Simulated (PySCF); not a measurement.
# CH3ClS, a complex of two parts: interaction energy

Aim: the interaction energy of `Cl` with `C=S`.

Programs: PySCF 2.14.0. All values are calculated, for the isolated system unless a continuum is named. Atoms count from 0, parts from 1.

### 1 Starting point

6 atoms, charge 0, multiplicity 1; geometry: GFN2-xTB. Parts: 1 = atoms 0–1, `Cl`, charge 0; 2 = atoms 2–5, `C=S`, charge 0.

### 2 Optimising the geometry at PBE0-D3(BJ)/def2-SVPD

The job: settings as JSON, then the geometry in Å.

```
{"job": {"xc": "PBE0", "basis": "def2-SVPD", "d3": "d3bj", "grid": 2, "kind": "geom"}, "charge": 0, "multiplicity": 1, "parts": [{"atoms": "0-1", "charge": 0, "multiplicity": 1}, {"atoms": "2-5", "charge": 0, "multiplicity": 1}]}
Cl    -0.196018     0.618951     0.520305
H     -0.691506    -0.564681     0.715248
C     -2.421057    -1.257555     2.757755
S     -1.858553    -2.253333     1.627246
H     -3.093286    -1.608047     3.529195
H     -2.143208    -0.212455     2.778414
```

Started as:

```
$ OMP_NUM_THREADS=1 python cluster_run.py task.json out
```

The driver reads the jobs from task.json and runs them one after another.

**Question.** The jobs that follow are: CCSD(T)/aug-cc-pVDZ and MP2/aug-cc-pVTZ counterpoise interaction energy, frozen core, gas phase. Predict: point group; rotational constants (main isotopes); interaction energy, CCSD(T) limit estimate; MP2/aug-cc-pVTZ; T1 diagnostic.

As calculated:

```
                                  quantity                  value
                               point group                     Cs
      rotational constants (main isotopes)  17.60, 2.15, 1.92 GHz
interaction energy, CCSD(T) limit estimate         -5.12 kcal/mol
                           MP2/aug-cc-pVTZ         -5.64 kcal/mol
                             T1 diagnostic                 0.0153
```

In words: The optimisation took 4 steps and gained 0.020 eV; among the close pairs (by a distance rule), Cl0–H1 changed most, from 1.298 to 1.327 Å. The interaction energy leaves out the deformation of the parts, 0.87 kcal/mol (MP2); added to the CCSD(T) estimate it gives a binding of about -4.25 kcal/mol. The estimate adds CCSD(T) less MP2 in the small basis (+1.02 kcal/mol) to extrapolated MP2. Hartree-Fock gives -0.81 against -5.12 kcal/mol, so correlation carries most of the binding.
